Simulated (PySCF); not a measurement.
## Electrostatic potential from atomic charges

Species: `C#CC#P`. Coordinates (GFN2-xTB, Å) and charges (e) from the PBE0/pcSseg-1 density (PySCF):

```tsv
atom	x	y	z	Mulliken	IAO	Hirshfeld	ESP-fitted
C1	-1.363	-0.057	0.057	-0.3968	-0.1709	-0.0506	-0.4089
C2	-0.152	-0.007	0.026	+0.4879	-0.0203	-0.0437	+0.2073
C3	1.186	0.049	-0.009	-0.3666	-0.3104	-0.0986	-0.2390
P4	2.749	0.117	-0.047	+0.2177	+0.2851	+0.0878	+0.1186
H5	-2.410	-0.099	0.085	+0.0578	+0.2165	+0.1053	+0.3219
```

Points outside the species (Å): A (-4.0, 2.6, 3.1); B (-7.2, 1.2, -0.2); C (6.7, -0.3, -0.5).

Problem. Find the potential V = 14.3996 V·Å × Σ q/r of each set of charges at these points.

Solution. In volts:

```tsv
point	nearest atom	distance (Å)	Mulliken	IAO	Hirshfeld	ESP-fitted
A	H5	4.35	-0.137	-0.004	+0.030	+0.074
B	H5	4.97	-0.117	+0.057	+0.054	+0.129
C	P4	4.00	+0.238	+0.215	+0.045	+0.020
```

Problem. How far are the other sets from the ESP-fitted one at these points?

Solution. Root-mean-square difference: Hirshfeld 0.052 V, IAO 0.128 V, Mulliken 0.226 V. The ESP scheme is a least-squares fit of atom-centred charges to the potential on four shells outside the van der Waals surface, with the total charge fixed.

Problem. What energy would a point charge of -1 e have at B in the field of the ESP charges, leaving out polarisation?

Solution. -0.129 eV = -12.4 kJ/mol, an attraction.

Geometry: GFN2-xTB; no solvent, vibrations or thermal averaging.
